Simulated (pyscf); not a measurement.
# Multi-bond step: Cl–SnH(Cl)–Cl + H₂ → HCl + Cl–Sn:–Cl [singlet] + H₂

Gas phase, singlet surface, charge 0. Bonds broken: Cl1–Sn2, Sn2–H5, H6–H7. Bonds formed: Cl1–H6, H5–H7. Single points on ωB97X-D3(BJ)/def2-SVP structures (PySCF, gas phase).

Transition state (Å):

```xyz
7

Cl     0.0812     0.4815     1.2831
Sn    -1.4110    -0.5475    -0.4787
Cl    -1.4195    -2.8075     0.1306
Cl    -3.5378     0.1631     0.1923
H      0.0150     0.4929    -1.3777
H      0.7286     0.9786    -0.1915
H      0.8170     1.0631    -1.1362
```

One imaginary mode, 1544i cm⁻¹; descent along it reached the two sides named, in the forms told below.

```json
[
 {"bond": "Cl1–Sn2", "change": "breaks", "reactant side (Å)": "2.316", "saddle": "2.528", "product side": "3.1"},
 {"bond": "Sn2–H5", "change": "breaks", "reactant side (Å)": "1.689", "saddle": "1.981", "product side": "3.8"},
 {"bond": "H6–H7", "change": "breaks", "reactant side (Å)": "0.760", "saddle": "0.953", "product side": "4.0"},
 {"bond": "Cl1–H6", "change": "forms", "reactant side (Å)": "3.0", "saddle": "1.685", "product side": "1.299"},
 {"bond": "H5–H7", "change": "forms", "reactant side (Å)": "3.1", "saddle": "1.013", "product side": "0.761"}
]
```

Electronic energies relative to the separated reactants (kJ/mol):

```
level                   barrier  reaction energy  reverse barrier
----------------------  -------  ---------------  ---------------
ωB97X-D3(BJ)/def2-TZVP    207.8            +64.4            143.4
PBE/def2-TZVP             135.9            +20.8            115.2
r²SCAN/def2-TZVP          159.1            +44.0            115.1
B3LYP-D3(BJ)/def2-TZVP    167.3            +23.2            144.1
PBE0-D3(BJ)/def2-TZVP     166.1            +44.6            121.4
M06-2X/def2-TZVP          211.4            +57.8            153.6
ωB97M-D3(BJ)/def2-TZVP    198.8            +38.0            160.8
HF/def2-TZVP              303.4            +47.9            255.5
```

With ωB97M-D3(BJ)/def2-TZVP energies and thermal terms (ideal gas, 1 atm, RRHO with modes under 100 cm⁻¹ raised to 100, one conformer, R ln 2 for chiral ones without a mode under 150 cm⁻¹), in kJ/mol:

```
T (K)    ΔH‡    ΔG‡     ΔH      ΔG
-----  -----  -----  -----  ------
298    199.1  230.7  +36.3    -7.8
600    195.5  264.4  +34.2   -51.8
900    195.1  299.0  +30.7   -94.1
1200   196.1  333.5  +26.6  -135.1
```

On the product side the descent ends in a bound adduct (not fully relaxed), 37.9 kJ/mol under the separated species and 181.4 kJ/mol under the saddle at ωB97X-D3(BJ)/def2-TZVP. This is the saddle that the search found; another between the same sides may lie lower. Elements past Kr carry the def2 core potentials, without spin-orbit coupling.
